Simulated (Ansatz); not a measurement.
Si (Cmcm, No. 63, 12 atoms in the cell; start mp-1095269; another form than the element's usual one)

Method: HSE06 (Ansatz, a quantum-chemistry and plane-wave program, PAW).

Settings: plane-wave cutoff 500 eV, 6×6×2 k mesh (along the axes of the cell as run), gaussian smearing 0.02 eV, scalar-relativistic PAW data made under PBE.

Cell (relaxed with r²SCAN):

```yaml
crystal:
  lattice:
    - [1.91515, -5.35933, 0.00000]
    - [1.91515, 5.35933, 0.00000]
    - [0.00000, 0.00000, 12.68554]
  atoms:
    - { symbol: Si, position: [0.75733, 0.24267, 0.94506] }
    - { symbol: Si, position: [0.24267, 0.75733, 0.05494] }
    - { symbol: Si, position: [0.24267, 0.75733, 0.44506] }
    - { symbol: Si, position: [0.75733, 0.24267, 0.55494] }
    - { symbol: Si, position: [0.42865, 0.57135, 0.15728] }
    - { symbol: Si, position: [0.57135, 0.42865, 0.84272] }
    - { symbol: Si, position: [0.57135, 0.42865, 0.65728] }
    - { symbol: Si, position: [0.42865, 0.57135, 0.34272] }
    - { symbol: Si, position: [0.97132, 0.02868, 0.90941] }
    - { symbol: Si, position: [0.02868, 0.97132, 0.09059] }
    - { symbol: Si, position: [0.02868, 0.97132, 0.40941] }
    - { symbol: Si, position: [0.97132, 0.02868, 0.59059] }
```

- band gap = 1.07 eV (on the SCF k mesh)

Note: cell and atoms aren't relaxed at this level (largest force component 0.04 eV/Å, pressure -0.3 GPa).

Computed values are for the static lattice.

A start named mp-… is a Materials Project structure, which need not be a measured phase.
